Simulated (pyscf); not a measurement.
## Four-centre exchange: PH [triplet] + GaH₃ → :P–GaH₂ [triplet] + H₂

Gas phase, triplet surface, charge 0. Bonds broken: P1–H2, Ga3–H4. Bonds formed: P1–Ga3, H2–H4. Structures and frequencies: ωB97X-D3(BJ)/def2-SVP in PySCF.

Transition state (Å):

```xyz
6

P      0.3292    -0.1199     1.3940
H     -1.3346    -0.0371     0.8569
Ga    -0.9150    -0.4617    -0.7700
H     -2.2886    -0.0737     0.1824
H     -0.9251    -1.9969    -0.9813
H     -0.5804     0.7904    -1.6198
```

One imaginary mode, 1449i cm⁻¹; descent along it reached the two sides named, in the forms told below.

| bond | change | reactant side (Å) | saddle | product side |
|---|---|---|---|---|
| P1–H2 | breaks | 1.447 | 1.750 | 3.2 |
| Ga3–H4 | breaks | 1.569 | 1.716 | 2.479 |
| P1–Ga3 | forms | 2.9 | 2.520 | 2.316 |
| H2–H4 | forms | 2.592 | 1.169 | 0.765 |

Electronic energies relative to the separated reactants (kcal/mol):

```
level                   barrier  reaction energy  reverse barrier
----------------------  -------  ---------------  ---------------
ωB97X-D3(BJ)/def2-TZVP     17.7            -10.7             28.4
PBE/def2-TZVP              10.8             -9.8             20.5
r²SCAN/def2-TZVP           12.6             -9.0             21.6
B3LYP-D3(BJ)/def2-TZVP     18.2             -8.3             26.5
PBE0-D3(BJ)/def2-TZVP      14.3             -8.7             23.0
M06-2X/def2-TZVP           19.3             -9.6             28.9
ωB97M-D3(BJ)/def2-TZVP     21.6             -6.6             28.1
HF/def2-TZVP               43.0             -1.5             44.5
```

With ωB97M-D3(BJ)/def2-TZVP energies and thermal terms (ideal gas, 1 atm, RRHO with modes under 100 cm⁻¹ raised to 100, one conformer, R ln 2 for chiral ones without a mode under 150 cm⁻¹), in kcal/mol:

| T (K) | ΔH‡ | ΔG‡ | ΔH | ΔG |
|---|---|---|---|---|
| 298 | 21.6 | 30.3 | -6.5 | -5.9 |
| 600 | 21.5 | 39.3 | -5.8 | -5.6 |
| 900 | 21.8 | 48.1 | -5.4 | -5.7 |
| 1200 | 22.1 | 56.8 | -5.3 | -5.8 |

On the reactant side the descent ends in a complex, 5.1 kcal/mol under the separated species and 22.8 kcal/mol under the saddle at ωB97X-D3(BJ)/def2-TZVP. At the saddle there is also a short Ga–H contact that neither side keeps. The same reactants have a lower exit, to PH₂• + GaH₂• (barrier +6.3 kcal/mol at ωB97M-D3(BJ)/def2-TZVP, against +21.6 kcal/mol here). :P–GaH₂ [triplet] lies 45.6 kcal/mol over its isomer H₂P–Ga [singlet] (electronic energy, ωB97M-D3(BJ)/def2-TZVP). One saddle was located; it need not be the lowest between these sides. Elements up to Kr have no core potential and no relativistic terms here.
